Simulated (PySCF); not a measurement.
PySCF input (M06-2X/pcseg-2):

```python
import numpy as np, basis_set_exchange as bse
from pyscf import gto, scf, dft, df

basis = {'C': gto.basis.parse(bse.get_basis('pcseg-2', elements=['C'], fmt='nwchem')), 'H': gto.basis.parse(bse.get_basis('pcseg-2', elements=['H'], fmt='nwchem'))}
mol = gto.M(
    atom='''
    C     1.37760322    0.01843291    0.01132496
    C     0.10270912    0.44661529   -0.00225393
    H     2.05690146    0.90275969    0.01081884
    H    -0.21628020    1.51104003   -0.01231293
    C    -1.08779556   -0.49380738   -0.00560757
    H    -0.72120087   -1.52504187    0.00461626
    H    -1.74458285   -0.35197269    0.86878207
    H    -1.72993823   -0.36423013   -0.89268502
    ''',
    basis=basis,
    charge=-1,
    verbose=4,
    max_memory=8640,
)
mf = dft.RKS(mol, xc='m062x')
mf.grids.level = 4
mf = mf.density_fit(auxbasis=df.autoaux(mol))
mf.conv_tol = 1e-9
mf.max_cycle = 100
print('smallest overlap eigenvalue', np.linalg.eigvalsh(mol.intor('int1e_ovlp'))[0])
mf.kernel()
dip = mf.dip_moment()
```

Output:

```
PySCF version 2.14.0

[INPUT] verbose = 4
[INPUT] num. atoms = 8
[INPUT] num. electrons = 24
[INPUT] charge = -1
[INPUT] spin (= nelec alpha-beta = 2S) = 0
[INPUT] symmetry False subgroup None
[INPUT] Mole.unit = angstrom
[INPUT] Symbol           X                Y                Z      unit          X                Y                Z       unit  Magmom
[INPUT]  1 C      1.377603220000   0.018432910000   0.011324960000 AA    2.603292794119   0.034833151579   0.021401072772 Bohr   0.0
[INPUT]  2 C      0.102709120000   0.446615290000  -0.002253930000 AA    0.194092107295   0.843980581143  -0.004259310404 Bohr   0.0
[INPUT]  3 H      2.056901460000   0.902759690000   0.010818840000 AA    3.886980424618   1.705968570397   0.020444644585 Bohr   0.0
[INPUT]  4 H     -0.216280200000   1.511040030000  -0.012312930000 AA   -0.408710344166   2.855451819955  -0.023268065491 Bohr   0.0
[INPUT]  5 C     -1.087795560000  -0.493807380000  -0.005607570000 AA   -2.055635687918  -0.933160706489  -0.010596771524 Bohr   0.0
[INPUT]  6 H     -0.721200870000  -1.525041870000   0.004616260000 AA   -1.362872125098  -2.881911462795   0.008723467120 Bohr   0.0
[INPUT]  7 H     -1.744582850000  -0.351972690000   0.868782070000 AA   -3.296783788113  -0.665131987426   1.641760174233 Bohr   0.0
[INPUT]  8 H     -1.729938230000  -0.364230130000  -0.892685020000 AA   -3.269109467115  -0.688295192015  -1.686930203302 Bohr   0.0

nuclear repulsion = 63.7165953223953
number of shells = 60
number of NR pGTOs = 223
number of NR cGTOs = 160
basis = {'C': [[0, [7319.99, 0.000695369], [1098.18, 0.00537138], [250.014, 0.0274734], [70.7586, 0.105078], [22.8595, 0.291262], [8.03936, 0.5], [2.89309, 0.362224]], [0, [5.2164, -0.0957844], [0.556124, 0.5]], [0, [0.228813, 1.0]], [0, [0.0936338, 1.0]], [1, [33.9855, 0.00818395], [7.72957, 0.0586921], [2.24954, 0.222514], [0.767681, 0.5]], [1, [0.263283, 1.0]], [1, [0.0848744, 1.0]], [2, [1.4, 1.0]], [2, [0.45, 1.0]], [3, [0.95, 1.0]]], 'H': [[0, [75.4732, 0.00427821], [11.3575, 0.0328672], [2.60081, 0.159578], [0.735503, 0.5]], [0, [0.231761, 1.0]], [0, [0.0741675, 1.0]], [1, [1.6, 1.0]], [1, [0.45, 1.0]], [2, [1.25, 1.0]]]}
ecp = {}
ETB for C: l = 0, exps = 0.1697488 * 1.8^n , n = 0..14
ETB for C: l = 1, exps = 0.1697488 * 1.8^n , n = 0..11
ETB for C: l = 2, exps = 0.1697488 * 1.8^n , n = 0..10
ETB for C: l = 3, exps = 0.5348744 * 2.2^n , n = 0..4
ETB for C: l = 4, exps = 0.9 * 2.2^n , n = 0..2
ETB for H: l = 0, exps = 0.148335 * 1.8^n , n = 0..11
ETB for H: l = 1, exps = 0.5241675 * 2^n , n = 0..3
ETB for H: l = 2, exps = 0.9 * 2.2^n , n = 0..2
ETB for H: l = 3, exps = 1.7 * 2.2^n , n = 0..1
smallest overlap eigenvalue 0.0004528103404078943

******** <class 'pyscf.df.df_jk.DFRKS'> ********
method = DFRKS
initial guess = minao
damping factor = 0
level_shift factor = 0
DIIS = <class 'pyscf.scf.diis.CDIIS'>
diis_start_cycle = 1
diis_space = 8
diis_damp = 0
SCF conv_tol = 1e-09
SCF conv_tol_grad = None
SCF max_cycles = 100
direct_scf = False
XC library pyscf.dft.libxc version 7.1.2
    S. Lehtola, C. Steigemann, M. J. T. Oliveira, and M. A. L. Marques,  SoftwareX 7, 1–5 (2018)
XC functionals = m062x
    Y. Zhao and D. G. Truhlar,  Theor. Chem. Acc. 120, 215 (2008)
    Y. Zhao and D. G. Truhlar,  Theor. Chem. Acc. 120, 215 (2008)
radial grids:
    Treutler-Ahlrichs [JCP 102, 346 (1995); DOI:10.1063/1.469408] (M4) radial grids

becke partition: Becke, JCP 88, 2547 (1988); DOI:10.1063/1.454033
pruning grids: <function nwchem_prune>
grids dens level: 4
symmetrized grids: False
atomic radii adjust function: <function treutler_atomic_radii_adjust>
small_rho_cutoff = 0
Set gradient conv threshold to 3.16228e-05
Initial guess from minao.
tot grids = 164368
******** <class 'pyscf.df.df.DF'> ********
auxbasis = {'C': [[0, [np.float64(636.2411937101718), 1]], [0, [np.float64(353.4673298389843), 1]], [0, [np.float64(196.37073879943574), 1]], [0, [np.float64(109.0948548885754), 1]], [0, [np.float64(60.608252715875224), 1]], [0, [np.float64(33.671251508819566), 1]], [0, [np.float64(18.706250838233093), 1]], [0, [np.float64(10.392361576796162), 1]], [0, [np.float64(5.773534209331201), 1]], [0, [np.float64(3.2075190051840003), 1]], [0, [np.float64(1.7819550028800002), 1]], [0, [np.float64(0.9899750016000002), 1]], [0, [np.float64(0.549986112), 1]], [0, [np.float64(0.30554784), 1]], [0, [np.float64(0.1697488), 1]], [1, [np.float64(109.0948548885754), 1]], [1, [np.float64(60.608252715875224), 1]], [1, [np.float64(33.671251508819566), 1]], [1, [np.float64(18.706250838233093), 1]], [1, [np.float64(10.392361576796162), 1]], [1, [np.float64(5.773534209331201), 1]], [1, [np.float64(3.2075190051840003), 1]], [1, [np.float64(1.7819550028800002), 1]], [1, [np.float64(0.9899750016000002), 1]], [1, [np.float64(0.549986112), 1]], [1, [np.float64(0.30554784), 1]], [1, [np.float64(0.1697488), 1]], [2, [np.float64(60.608252715875224), 1]], [2, [np.float64(33.671251508819566), 1]], [2, [np.float64(18.706250838233093), 1]], [2, [np.float64(10.392361576796162), 1]], [2, [np.float64(5.773534209331201), 1]], [2, [np.float64(3.2075190051840003), 1]], [2, [np.float64(1.7819550028800002), 1]], [2, [np.float64(0.9899750016000002), 1]], [2, [np.float64(0.549986112), 1]], [2, [np.float64(0.30554784), 1]], [2, [np.float64(0.1697488), 1]], [3, [np.float64(12.529753744640002), 1]], [3, [np.float64(5.695342611200002), 1]], [3, [np.float64(2.588792096), 1]], [3, [np.float64(1.17672368), 1]], [3, [np.float64(0.5348744), 1]], [4, [np.float64(4.356000000000001), 1]], [4, [np.float64(1.9800000000000002), 1]], [4, [np.float64(0.9), 1]]], 'H': [[0, [np.float64(95.3325460910288), 1]], [0, [np.float64(52.962525606127116), 1]], [0, [np.float64(29.423625336737285), 1]], [0, [np.float64(16.346458520409602), 1]], [0, [np.float64(9.081365844672002), 1]], [0, [np.float64(5.04520324704), 1]], [0, [np.float64(2.8028906928), 1]], [0, [np.float64(1.557161496), 1]], [0, [np.float64(0.8650897200000001), 1]], [0, [np.float64(0.4806054), 1]], [0, [np.float64(0.267003), 1]], [0, [np.float64(0.148335), 1]], [1, [np.float64(4.19334), 1]], [1, [np.float64(2.09667), 1]], [1, [np.float64(1.048335), 1]], [1, [np.float64(0.5241675), 1]], [2, [np.float64(4.356000000000001), 1]], [2, [np.float64(1.9800000000000002), 1]], [2, [np.float64(0.9), 1]], [3, [np.float64(3.74), 1]], [3, [np.float64(1.7), 1]]]}
init E= -117.335867079583
  HOMO = -0.227822240696608  LUMO = -0.0232308885491372  gap/eV = 5.56721
cycle= 1 E= -117.135509224801  delta_E=  0.2  |g|= 0.507  |ddm|= 2.01
  HOMO = 0.124359839848  LUMO = 0.195459632381705  gap/eV = 1.93472
cycle= 2 E= -117.092989474102  delta_E= 0.0425  |g|= 0.642  |ddm|= 7.13
  HOMO = -0.00650819141247805  LUMO = 0.196091060782265  gap/eV = 5.51301
cycle= 3 E= -117.223718169582  delta_E= -0.131  |g|= 0.0666  |ddm|= 5.71
  HOMO = -0.00658217279905848  LUMO = 0.197406157394631  gap/eV = 5.55081
cycle= 4 E= -117.224498391784  delta_E= -0.00078  |g|= 0.0502  |ddm|= 0.14
  HOMO = -0.00914778462290311  LUMO = 0.199925545400816  gap/eV = 5.68918
cycle= 5 E= -117.225156845006  delta_E= -0.000658  |g|= 0.00483  |ddm|= 0.118
  HOMO = -0.00915604560111216  LUMO = 0.199531999439714  gap/eV = 5.67869
cycle= 6 E= -117.225167750884  delta_E= -1.09e-05  |g|= 0.00294  |ddm|= 0.0329
  HOMO = -0.00904479624258414  LUMO = 0.199263049679315  gap/eV = 5.66835
cycle= 7 E= -117.225170911826  delta_E= -3.16e-06  |g|= 0.000545  |ddm|= 0.016
  HOMO = -0.00904391087370282  LUMO = 0.199214918953643  gap/eV = 5.66701
cycle= 8 E= -117.225171173991  delta_E= -2.62e-07  |g|= 0.00016  |ddm|= 0.00598
  HOMO = -0.00905277941552551  LUMO = 0.199227557498241  gap/eV = 5.66760
cycle= 9 E= -117.22517118781  delta_E= -1.38e-08  |g|= 2.89e-05  |ddm|= 0.00111
  HOMO = -0.00905628563277983  LUMO = 0.199227900302605  gap/eV = 5.66770
cycle= 10 E= -117.225171188415  delta_E= -6.05e-10  |g|= 6.83e-06  |ddm|= 0.000196
  HOMO = -0.00905643004065304  LUMO = 0.199227803970044  gap/eV = 5.66770
Extra cycle  E= -117.225171188443  delta_E= -2.78e-11  |g|= 2.57e-06  |ddm|= 3.89e-05
converged SCF energy = -117.225171188443

WARN: System has nonzero charge -1; the dipole moment is origin-dependent.
Location of origin: [0. 0. 0.]

Dipole moment(X, Y, Z, Debye): -4.50494,  1.08878, -0.04502
```
